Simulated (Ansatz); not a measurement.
Pulling the pair apart

The pair of NH$_{3}$ (SMILES N, atoms 1–4) and CH$_{3}$Cl (SMILES CCl, atoms 5–9), both closed shells, in one local arrangement (a lower one may exist), relaxed at PBE0-D4/def2-TZVP:

```
atom    x (Å)    y (Å)    z (Å)
  N1   0.1308   0.1063  -1.7662
  H2  -0.1469  -0.7860  -1.3726
  H3  -0.5973   0.3897  -2.4102
  H4   0.9671  -0.0551  -2.3137
  C5  -0.0305   0.2171   1.5928
 Cl6  -0.4925  -1.4853   1.3518
  H7  -0.8474   0.7204   2.1048
  H8   0.1472   0.6522   0.6105
  H9   0.8695   0.2407   2.2028
```

CH$_{3}$Cl is shifted rigidly along the line between the mean atom positions of the two fragments (negative: closer). Counterpoise interaction energies in kJ/mol. Computed with Ansatz 0.2.0 (basis: def2-TZVPPD); correlated methods freeze the cores.

```csv
shift (Å),r2SCAN-D4,HF,PBE-D4
-0.36,-5.6,11.4,-7.5
-0.18,-11.3,0.8,-13.0
0.00,-13.0,-4.3,-14.5
0.18,-12.7,-6.4,-14.1
0.43,-10.9,-6.9,-12.2
0.89,-7.2,-5.4,-8.1
1.78,-3.1,-2.7,-3.4
3.56,-0.8,-0.8,-0.8
```

Task: What does CCSD(T) give at these shifts? (To be estimated.)

Result: The calculation gives: -2.5, -9.3, -11.7, -11.9, -10.5, -7.1, -3.0, -0.8 kJ/mol. For zero shift, CCSD(T) at an estimated basis limit (MP2 extrapolated from triple and quadruple zeta, plus CCSD(T) − MP2 in triple zeta) gives -13.2 kJ/mol. These are counterpoise interaction energies, counted from the two frozen fragments.

No T1 diagnostic of these runs exceeds 0.009.

For scale, one of the runs: CCSD(T)/def2-TZVPPD, 227 basis functions, launched by `ansatz run in.yaml --threads 4 --pin off --events-out ev --progress --plain --max-ram 9574MiB`. Hardware: 4 CPU threads of an Intel Xeon Platinum 8259CL, shared host. Wall time 40 s; peak host memory 3.8 GiB.
